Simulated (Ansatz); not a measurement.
A calculation with Ansatz (development build ahead of 0.2.0).

```yaml
crystal:
  periodic: [false, false, false]
  atoms:
    - { symbol: C, position_ang: [0.02879, -0.11933, 0.00651] }
    - { symbol: F, position_ang: [0.77588, 0.83484, 0.83567] }
    - { symbol: F, position_ang: [0.82497, -0.75416, -0.67474] }
    - { symbol: F, position_ang: [-0.73384, 0.80723, -0.86195] }
    - { symbol: F, position_ang: [-0.85356, -0.78074, 0.7746] }
basis:
  gaussian: { orbitals: cc-pVDZ }
hamiltonian:
  xc: hf
correlation:
  method: mp2
  frozen_orbitals: { C: 1, F: 1 }
```

The input is written out in the form of the current development build from the run's settings.

The run gave:

| Property | Result |
| --- | --- |
| Converged | yes |
| Reference energy | -435.61313 hartree |
| Correlation energy | -0.88471 hartree |
| Total energy | -436.49784 hartree |
| Spin squared of the determinant | 0.000 |

Caution: bonds are stretched, where a single reference can fail; stretched shape with no unrestricted run beside it, a lower state can exist.
